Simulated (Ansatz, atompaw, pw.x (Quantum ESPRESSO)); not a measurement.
Equation-of-state test of one PAW (atompaw) potential (hydrogen (H))

atompaw 4.2.0.5 input, output lines left out:

```
H 1
GGA-PBESOL scalarrelativistic loggrid 1500 logderivrange -2 5 176
1 0 0 0 0 0
1 0 1
0 0 0
v
1
1.00 0.88 0.92 1.00
y
0.5
n
y
0.3
n
custom polynom2 7 10 vanderbiltortho sinc
2 0 troulliermartins
1.00
1.00
1.00
```

Crystal test: sc H in pw.x 7.5, no spin, 18³ k-points, Fermi–Dirac smearing 0.01 Ry, cutoffs 40/400 Ry. The reference is all-electron LAPW (Ansatz 0.2.0) with the same functional, mesh and smearing; V0 and B0 come from Birch–Murnaghan fits to the pressures at five volumes. Errors are pseudo minus all-electron; Δ is the rms difference of the E(V) curves that follow from these fits, minima aligned, over ±6 % about the mean V0. Mesh and smearing are coarse, so the numbers serve the comparison and aren't converged zero-temperature values; the lattice is a test structure that the element need not adopt.

All-electron: a0 = 1.447 Å (V0 = 3.03 Å³/atom), B0 = 107.4 GPa.

Q: How far does the potential miss the all-electron equation of state?

A: mean pressure error (GPa): +0.36; a0 (Å): 1.448; a0 error (%): +0.11; B0 error (%): -0.2; Δ (meV/atom): 0.2.

| V (Å³/atom) | P all-electron (GPa) | P pseudo (GPa) |
| --- | --- | --- |
| 2.843 | 7.51 | 7.92 |
| 2.918 | 4.24 | 4.63 |
| 2.993 | 1.30 | 1.67 |
| 3.068 | -1.34 | -1.01 |
| 3.143 | -3.73 | -3.42 |

Q: At the middle volume, how do free energy and pressure move when the wave cutoff is lowered (ecutrho held at 400 Ry)?

A:

```csv
cutoff (Ry),shift of F (meV/atom),shift of P (GPa)
18,+14.4,-3.00
24,+1.8,-0.50
32,+0.4,+0.03
```

The 8 pw.x runs together took about 13 s on one core of a shared server CPU.
